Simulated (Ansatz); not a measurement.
Input file:

```yaml
crystal:
  periodic: [false, false, false]
  atoms:
    - {symbol: In, position_ang: [0.000000, 0.000000, 0.000000]}
    - {symbol: H, position_ang: [0.000000, 0.000000, 1.500000]}
basis:
  gaussian: {orbitals: def2-SVPD}
total_charge: -1
magnetization: {spin_polarized: false, initial_magnetization: 1}
correlation: {method: fic_mrcisd_q, electrons: outside_noble_gas, active_space: {window: {electrons: 3, orbitals: 3}}}
```

```sh
$ ansatz run in.yaml --threads 1 --pin off --events-out ev --progress --plain --max-ram 2393MiB
```

The program prints:

```
505 factors; integrals over basis functions are off by at most 3.1e-4 eV
mean field evaluation 1: about -5162.1255 eV, gradient 1.1e1 eV
mean field evaluation 2: about -5162.1331 eV, gradient 1.1e1 eV
mean field evaluation 4: about -5162.6785 eV, gradient 8.9e-1 eV
mean field evaluation 8: about -5162.6872 eV, gradient 2.2e-1 eV
mean field evaluation 16: about -5162.6880 eV, gradient 2.1e-1 eV
mean field evaluation 32: about -5162.6612 eV, gradient 5.3e-1 eV
mean field evaluation 64: about -5161.6559 eV, gradient 7.4e-1 eV
mean field -5162.68821923 eV, -189.7252926608 hartree, gradient 9.3e-6 eV, S^2 0.750000; 8 other end points of the search recorded, 0 dependent functions left out
reference -5162.68821923 eV, -189.7252926608 hartree; 12, 11 occupied and 28, 29 virtual orbitals, 505 factors
state -5163.03253296 eV, -189.7379459570 hartree
contracted CI cycle   1: correlation 0.00000000 eV, 0.0000000000 hartree, residual 7.62e0 eV
contracted CI cycle   2: correlation -1.55279452 eV, -0.0570641459 hartree, residual 1.72e0 eV
contracted CI cycle   3: correlation -1.65248031 eV, -0.0607275314 hartree, residual 6.74e-1 eV
contracted CI cycle   4: correlation -1.66830285 eV, -0.0613089989 hartree, residual 3.04e-1 eV
contracted CI cycle   5: correlation -1.67134017 eV, -0.0614206182 hartree, residual 1.52e-1 eV
contracted CI cycle   6: correlation -1.67211727 eV, -0.0614491761 hartree, residual 7.26e-2 eV
contracted CI cycle   7: correlation -1.67229510 eV, -0.0614557115 hartree, residual 3.23e-2 eV
contracted CI cycle   8: correlation -1.67232634 eV, -0.0614568595 hartree, residual 1.28e-2 eV
contracted CI cycle   9: correlation -1.67233150 eV, -0.0614570490 hartree, residual 5.31e-3 eV
contracted CI cycle  10: correlation -1.67233234 eV, -0.0614570800 hartree, residual 2.07e-3 eV
contracted CI cycle  11: correlation -1.67233245 eV, -0.0614570842 hartree, residual 7.55e-4 eV
state -5163.03253296 eV, -189.7379459570 hartree; corrected -5164.83361590 eV, -189.8041345344 hartree
state -5163.02486437 eV, -189.7376641416 hartree
contracted CI cycle   1: correlation 0.00000000 eV, 0.0000000000 hartree, residual 8.22e0 eV
contracted CI cycle   2: correlation -1.58869360 eV, -0.0583834129 hartree, residual 1.51e0 eV
contracted CI cycle   3: correlation -1.66570576 eV, -0.0612135575 hartree, residual 4.43e-1 eV
contracted CI cycle   4: correlation -1.67247353 eV, -0.0614622685 hartree, residual 1.46e-1 eV
contracted CI cycle   5: correlation -1.67313275 eV, -0.0614864945 hartree, residual 4.23e-2 eV
contracted CI cycle   6: correlation -1.67319872 eV, -0.0614889187 hartree, residual 1.67e-2 eV
contracted CI cycle   7: correlation -1.67320912 eV, -0.0614893012 hartree, residual 6.01e-3 eV
contracted CI cycle   8: correlation -1.67321063 eV, -0.0614893566 hartree, residual 2.50e-3 eV
contracted CI cycle   9: correlation -1.67321086 eV, -0.0614893650 hartree, residual 8.66e-4 eV
state -5163.02486437 eV, -189.7376641416 hartree; corrected -5164.80279210 eV, -189.8030017805 hartree
state -5163.03253296 eV, -189.7379459570 hartree; corrected -5164.83361590 eV, -189.8041345344 hartree
2 active orbitals were swapped for others, from the solution at -5163.02428417 eV, -189.7376428196 hartree to that at -5163.03237639 eV, -189.7379402033 hartree; typed "places" are swapped only where nearly empty or full, and so, without "given_window_search", are "orbital_numbers", "shells" and a window whose orbitals a file names under [Active]
Total energy: -5164.83361590 eV, -189.8041345344 hartree
```

For the same geometry and basis full CI lies 43.6 meV higher.

Ran on 1 thread of Arm Neoverse V2, shared host: 2.3 s wall, 0.15 GiB peak host memory.
